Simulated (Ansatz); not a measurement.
Input file:

```yaml
crystal:
  periodic: [false, false, false]
  atoms:
    - {symbol: Ge, position_ang: [-0.279676, -0.002127, 0.000875]}
    - {symbol: N, position_ang: [1.614684, 0.012278, -0.005052]}
    - {symbol: H, position_ang: [-0.771963, 1.453501, 0.003931]}
    - {symbol: H, position_ang: [-0.751362, -0.736741, 1.265415]}
    - {symbol: H, position_ang: [-0.759290, -0.734117, -1.262204]}
basis:
  gaussian: {orbitals: cc-pVDZ}
total_charge: 1
magnetization: {spin_polarized: false, initial_magnetization: 1}
correlation: {method: mp2, electrons: valence}
```

```sh
$ ansatz run in.yaml --threads 1 --pin off --events-out ev --progress --plain --max-ram 2393MiB
```

Output:

```
591 factors; integrals over basis functions are off by at most 8.8e-4 eV
mean field evaluation 1: about -57982.6458 eV, gradient 3.1e1 eV
mean field evaluation 2: about -57982.6491 eV, gradient 3.1e1 eV
mean field evaluation 4: about -57987.9898 eV, gradient 7.2e0 eV
mean field evaluation 8: about -57988.4523 eV, gradient 1.1e-1 eV
mean field evaluation 16: about -57988.4517 eV, gradient 2.7e-1 eV
mean field evaluation 32: about -57988.4521 eV, gradient 1.5e-2 eV
mean field evaluation 64: about -57985.8664 eV, gradient 3.8e0 eV
mean field evaluation 96: about -57986.6450 eV, gradient 4.7e0 eV
mean field evaluation 128: about -57988.4525 eV, gradient 3.4e-2 eV
mean field evaluation 160: about -57988.4516 eV, gradient 9.6e-2 eV
mean field evaluation 192: about -57988.4521 eV, gradient 7.1e-4 eV
mean field evaluation 224: about -57988.4521 eV, gradient 7.6e-2 eV
mean field -57988.45213729 eV, -2131.0363100607 hartree, gradient 8.2e-10 eV, S^2 0.750000; 13 other end points of the search recorded, 0 dependent functions left out
mean field evaluation 256: about -57988.5715 eV, gradient 7.0e-3 eV
unrestricted determinant -57989.35728647 eV, -2131.0695736798 hartree, S^2 1.6129
10 core orbitals not correlated: weight in the atoms' cores, before any rotation towards them, 1.000 or more for the frozen orbitals, at most 0.000 for the correlated occupied ones
reference -57988.45213729 eV, -2131.0363100607 hartree; 11, 10 occupied and 35, 36 virtual orbitals, 591 factors
second order -5.53062741 eV of doubles, -0.08113034 eV of singles
Total energy: -57994.06389504 eV, -2131.2425383542 hartree
```

Ran on 1 thread of Arm Neoverse V2, shared host: 9.5 s wall, 0.2 GiB peak host memory.
